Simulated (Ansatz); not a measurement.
[H···H···H], doublet along the distance H1-H2

Starting geometry:

```xyz
3

H     0.0000    0.0000   -0.8770
H     0.0000    0.0000   -0.1320
H     0.0000    0.0000    1.0090
```

From there H2 is moved from one fragment to the other while all else, the fragments' distance too, stays fixed; atoms are numbered as listed. Energies are in eV, counted from the starting geometry at the same level.

Basis cc-pVQZ; Ansatz 0.2.0. Only valence electrons are correlated (noble-gas cores frozen). R marks a restricted (for open shells ROHF) determinant, U an unrestricted one.

For open shells CISD is restricted-active-space CI with the open shells as a complete middle space.

Full CI is exact within this basis and frozen core; it isn't the basis-set limit.

```tsv
distance H1-H2 (Å)	full CI	unpaired electrons (full CI)	error CISD	error RCCSD	error UCCSD	error RCCSD(T)	error BCCD(T)	error UCCSDT
0.693	0.076	1.01	-0.002	-0.002	-0.002	0.000	0.000	0.000
0.745	0.000	1.01	0.000	0.000	0.000	0.000	0.000	0.000
0.802	-0.010	1.01	0.003	0.003	0.002	0.000	0.000	0.000
0.858	0.011	1.01	0.006	0.005	0.003	0.001	0.001	0.000
0.915	0.030	1.01	0.008	0.007	0.004	0.001	0.001	0.000
0.971	0.030	1.01	0.008	0.007	0.004	0.001	0.001	0.000
1.028	0.011	1.01	0.006	0.005	0.003	0.001	0.001	0.000
1.084	-0.010	1.01	0.003	0.003	0.002	0.000	0.000	0.000
1.141	0.000	1.01	0.000	0.000	0.000	0.000	0.000	0.000
```

Unpaired electrons are Σ n²(2−n)² over natural occupations. Errors are those of relative energies. In total energy the starting point itself misses full CI by: CISD 0.012, RCCSD 0.014, UCCSD 0.012, RCCSD(T) 0.002, BCCD(T) 0.002, UCCSDT 0.000 eV.

Spread of the error over the points with a reference, to 1.141 Å (largest less smallest): UCCSDT 0.000, RCCSD(T) 0.001, BCCD(T) 0.001, UCCSD 0.006, RCCSD 0.009, CISD 0.010 eV.
